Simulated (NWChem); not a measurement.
System: C4H6; SMILES CC#CC

```xyz
10

C      2.0453    -0.1008    -0.2332
C      0.6016    -0.0295    -0.0676
C     -0.6018     0.0285     0.0667
C     -2.0453     0.1005     0.2333
H      2.5013     0.9018    -0.2121
H      2.3136    -0.5681    -1.1939
H      2.5125    -0.6948     0.5682
H     -2.5722    -0.3320    -0.6320
H     -2.3831     1.1434     0.3409
H     -2.3718    -0.4490     1.1303
```
Atoms are numbered in this order, from 1.

All runs use the structure optimised with PBE0/def2-SVP.

### Question
Give the principal values of the shielding tensors (ppm) of C1, C2 from LDA (Slater exchange, VWN5)/pcSseg-1, GIAO (NWChem), with their diamagnetic and paramagnetic parts as GIAO splits them.

### Answer
```tsv
atom	σ11	σ22	σ33	isotropic	diamagnetic	paramagnetic
C1	168.8	168.9	196.0	177.9	255.0	-77.1
C2	12.5	12.6	271.2	98.7	262.1	-163.3
```
